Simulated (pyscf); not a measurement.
PySCF, gas phase, ωB97X-D3(BJ)/def2-SVP geometries. MP2 and CC: frozen core, UHF for open shells. ΔMP2 is the change of the MP2 total energy from the triple- to the quadruple-zeta basis.

Task: H₃C–Au + H• -> CH₄ + Au•
Surface: doublet. Broken: Au–C. Formed: C–H. Give ΔE‡ and ΔE from CCSD(T)/def2-TZVPP + ΔMP2(QZVPP), relative to the separated reactants.

Result: ΔE‡ = 0.23 eV, ΔE = -2.05 eV. Zero-point energy shifts the barrier by +0.04 eV. It is a substitution at C, with an imaginary mode of 1127i cm⁻¹. The reactants may also form a dative adduct at H₃C–Au; it and routes through it were not searched. This is the saddle that the search found; another between the same sides may lie lower. The angle at the attacked C is 180°. The CCSD(T) − MP2 part came from Ansatz, without density fitting, on the same reference. A UHF reference is spin-contaminated (<S²> up to 0.92), which harms MP2 most. The frozen core leaves the outer d or s,p core shells of the metals and heavy elements correlated in the MP2 and CC values, and def2-TZVPP describes them poorly, which can shift differences by a few kcal/mol. Open-shell species with a d-block atom are single-reference here; other states, and whether the spin sits on metal or ligand, were not checked. Elements past Kr carry the def2 core potentials, without spin-orbit coupling.
